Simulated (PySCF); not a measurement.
Rows and methods have been separated. Pair them.

Species: boronic acid, BH3O2.
Numbering: `[OH:1][BH:2][OH:3]` (hydrogens: H4 on O1; H5 on B2; H6 on O3)

The closed-shell ground state was solved 7 times with PySCF (density fitting, gas phase), always with B3LYP, in these basis sets: 6-31G*, aug-cc-pVTZ-J, cc-pVTZ, def2-SVPD, def2-TZVP, pcJ-1 and pcJ-2. One conformer (not necessarily the lowest) at the PBE0-D3(BJ)/def2-SVP geometry, without solvent, vibrations or thermal averaging.

```csv
row,total energy (Eh),HOMO (eV),LUMO (eV),dipole (D)
P,-177.2827,-8.86,0.78,2.14
Q,-177.2168,-8.87,0.86,2.43
R,-177.1887,-8.53,1.46,2.20
S,-177.2879,-8.91,0.51,2.28
T,-177.2986,-8.96,0.24,2.31
U,-177.2909,-8.98,-0.46,2.20
V,-177.0939,-9.02,-0.14,2.26
```

Task: Which basis belongs to which row?

Result: P = cc-pVTZ, Q = pcJ-1, R = 6-31G*, S = def2-TZVP, T = pcJ-2, U = aug-cc-pVTZ-J, V = def2-SVPD. From the lowest total energy up: pcJ-2 (225 functions) 0 eV; aug-cc-pVTZ-J (198 functions) +0.21 eV; def2-TZVP (111 functions) +0.29 eV; cc-pVTZ (132 functions) +0.43 eV; pcJ-1 (111 functions) +2.23 eV; 6-31G* (48 functions) +2.99 eV; def2-SVPD (90 functions) +5.57 eV.

Conformer computed: `[OH:1][BH:2][OH:3]`: H–O1–B2–O3 -179°, H–O3–B2–O1 180°.
